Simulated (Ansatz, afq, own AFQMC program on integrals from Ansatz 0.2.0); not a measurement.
# BGeH3, singlet → BGeH3, triplet

```xyz
5

Ge   -0.0022    0.0000    0.3187
B    -0.0666    0.0000   -1.6292
H     1.1607    0.0000   -1.0289
H    -0.1421   -1.0387   -2.2309
H    -0.1421    1.0387   -2.2309
```

Connectivity, by distances: Ge–BH2, 1 bridging H.

E(triplet, charge +0) − E(singlet, charge +0) at this geometry, on RHF and UHF determinants.

Basis cc-pVDZ. Only valence electrons are correlated. Integrals, coupled cluster, full CI and functionals: Ansatz 0.2.0; the random walks run on the same integrals in our own AFQMC program. ph-AFQMC/CISD is guided by a CISD state made of CCSD amplitudes; releasing the constraint for a short imaginary time cuts its bias at the price of noise, slowly where states lie close. ± is one standard error of the sampling. No spin–orbit coupling. The errors of all members are added in quadrature.

No full CI on the walks' own integrals is used here; CCSDT(Q) serves as the reference and is uncertain by about the last step of the cluster series. Each member takes its own surest rung, up to full CI.

Errors are counted within cc-pVDZ, not against nature.

Cautions: inner d shell frozen; no relativity below Rb; no spin-orbit coupling; BGeH₃ (singlet): restricted determinant unstable towards unrestricted (UHF 10 meV lower, ⟨S²⟩ 0.16); BGeH₃ (triplet): another spin lies lower.

Reference (CCSDT(Q)): 26.0 kcal/mol.

```
         level  vertical spin gap (kcal/mol)  error against CCSDT(Q) (kcal/mol)
            HF                          14.1                              -11.9
           MP2                          25.5                               -0.5
          CCSD                          25.4                               -0.6
       CCSD(T)                          26.0                                0.0
         CCSDT                          25.9                               -0.1
   ph-AFQMC/HF                    26.2 ± 1.6                          0.2 ± 1.6
 ph-AFQMC/CISD                    26.3 ± 0.5                          0.3 ± 0.5
released AFQMC                    26.3 ± 0.5                          0.3 ± 0.5
```

Correlation beyond CCSD(T) changes it by less than 2 meV. The perturbative (T) step is worth +0.6 kcal/mol.

A walk keeps the symmetry of its determinant, which the program's search chose and which needn't be the lowest solution, so a lower state of the same spin and another symmetry isn't excluded. Released energies are given only where the last usable release times agree within the noise; a slower fall can still hide under it.
